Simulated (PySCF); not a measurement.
Consider `c1cscn1` (C3H3NS). Atom numbers as in the mapped SMILES `[cH:1]1[cH:2][s:3][cH:4][n:5]1`. These are map numbers, not IUPAC locants.

Level of theory: PBE0-D3(BJ)/ma-def2-TZVP single points in PySCF, grid level 2; every species was optimised with PBE0-D3(BJ)/ma-def2-SVP. Thermal corrections: PBE0-D3(BJ)/ma-def2-SVP frequencies, unscaled, ideal gas at 298.15 K and 1 bar, quasi-RRHO entropy.

(1) Rank these of its positions by gas-phase deprotonation enthalpy, most acidic first.
A. C2 (aromatic carbon)
B. C1 (aromatic carbon)

Not ranked, since the method can't order them against a listed neighbour: C4 (1591 kJ/mol).

(2) For C2 (aromatic carbon), what are ΔE (electronic) and ΔG(298 K) of the loss of the proton?

(3) Of those listed, which site of deprotonation is favoured in THF (IEF-PCM), and by how much?

## Answers

(1) A (1581 kJ/mol), B (1641 kJ/mol).

(2) ΔE = 1610 and ΔG = 1549 kJ/mol, beside ΔH = 1581 kJ/mol. The product is `[c-]1cncs1`.

(3) C2 (aromatic carbon), by 50 kJ/mol over C1 (aromatic carbon); the gas phase favours the same one.

Caveats: the order of C2 and C4 is undecided: the gaps lie inside the method's error (some 10 kJ/mol, one structure a species).
